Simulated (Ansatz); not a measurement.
A made-up structure of C2H5Si, doublet:

```csv
atom,x (Å),y (Å),z (Å)
C1,-0.5442,0.9042,-0.3048
C2,0.3423,-0.2520,-0.0155
Si3,0.2107,-1.4560,1.2847
H4,-1.4752,0.8726,0.2640
H5,-0.8015,0.9176,-1.3715
H6,-0.0492,1.8616,-0.1038
H7,-0.3983,-1.4582,2.5675
H8,0.9999,-2.6345,0.7575
```

It is relaxed with PBE-D4/def2-SVP and then PBE0-D4/def2-TZVP (Ansatz 0.2.0). Atoms count as bonded within 1.22 times the sum of their covalent radii (H–H: 0.88 Å). The end point is not checked to be a true minimum.

(1) Does its bonding change? (A judgement: the text doesn't fix the answer.)

Results:

(1) By the calculation: No: no bond forms or breaks.

Where it ends: The first stage lowers the energy by 0.66 eV in 11 steps. It ends as C₂H₅Si ([CH3][C][SiH2]):
C1  (-0.583, 0.986, -0.332)
C2  (-0.149, -0.209, 0.363)
Si3  (0.253, -1.564, 1.254)
H4  (-1.435, 1.454, 0.181)
H5  (-0.908, 0.768, -1.356)
H6  (0.211, 1.739, -0.386)
H7  (-0.462, -1.954, 2.490)
H8  (1.358, -2.465, 0.863)
(Å)

Labels in which every atom is bracketed show which atoms are joined, not bond orders.

For scale, one of the runs: PBE0-D4/def2-TZVP relaxation, 129 basis functions, launched by `ansatz run in.yaml --threads 2 --pin off --events-out ev --progress --plain --max-ram 4352MiB`. Hardware: 2 CPU threads of an Arm Neoverse V2, shared host. Wall time about 34 s.
